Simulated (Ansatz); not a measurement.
# Setting up CH4Si (SMILES C[SiH]) in Ansatz

CH4Si has 6 atoms, charge 0, and is taken as a singlet. As SMILES, `C[SiH]`. Geometry: relaxed at PBE0-D4/def2-TZVP. The run starts from this shape.

```xyz
6

C    -0.0935   -0.3660   -0.3703
Si    0.9173    0.2098    1.1223
H    -1.1569   -0.4101   -0.1022
H     0.2150   -1.3356   -0.7630
H    -0.0240    0.3820   -1.1708
H     0.1422    1.5200    1.2840
```

Settings wanted:

```
basis set              : 6-31G*
integral approximation : automatic
walk f tol             : 0.002 eV/angstrom
task                   : optimise
method                 : DFT
functional             : B3LYP
reference              : RKS
accuracy               : medium
start density          : atoms
d and f functions      : Cartesian
```

Question: Write the Ansatz 0.2.0 input and the command.

Answer: This one ran through:

in.yaml:
```yaml
crystal:
  periodic: [false, false, false]
  atoms:
    - {symbol: C, position_ang: [-0.093500, -0.366000, -0.370300]}
    - {symbol: Si, position_ang: [0.917300, 0.209800, 1.122300]}
    - {symbol: H, position_ang: [-1.156900, -0.410100, -0.102200]}
    - {symbol: H, position_ang: [0.215000, -1.335600, -0.763000]}
    - {symbol: H, position_ang: [-0.024000, 0.382000, -1.170800]}
    - {symbol: H, position_ang: [0.142200, 1.520000, 1.284000]}
basis:
  gaussian: {orbitals: "6-31G*"}
hamiltonian: {xc: {name: B3LYP}}
relax: {f_tol: 0.002}
output: {orbitals: {seedname: orbitals}}
```

```bash
$ ansatz run in.yaml --threads 1 --pin off --max-ram 3480MiB --events-out events.jsonl --progress --plain --runs-dir runs
```

Calculated total energy at the end of the run: -329.94181 Eh.
